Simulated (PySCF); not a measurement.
Bonds broken one at a time in the series SiH2Cl-X. All species are isolated molecules in the gas phase. One relaxed conformer stands for each flexible species; it need not be the lowest. Strings in code marks are SMILES.

All values below come from PySCF 2.14.0 with B3LYP-D3(BJ)/def2-TZVP. All candidates: neutral, multiplicity 2. B3LYP has the VWN-RPA correlation part, as in Gaussian. 

* **dipole moment**: 0.78 D
* **highest occupied spin orbital**: -8.37 eV

Identify which member has these values.
A. `[BH2]`
B. `[Cl]`
C. `[C]#C`
D. `[I]`

C, `[C]#C`. The others give `[BH2]`: 0.49 D, -5.87 eV; `[I]`: 0.00 D, -7.63 eV; `[Cl]`: 0.00 D, -9.27 eV
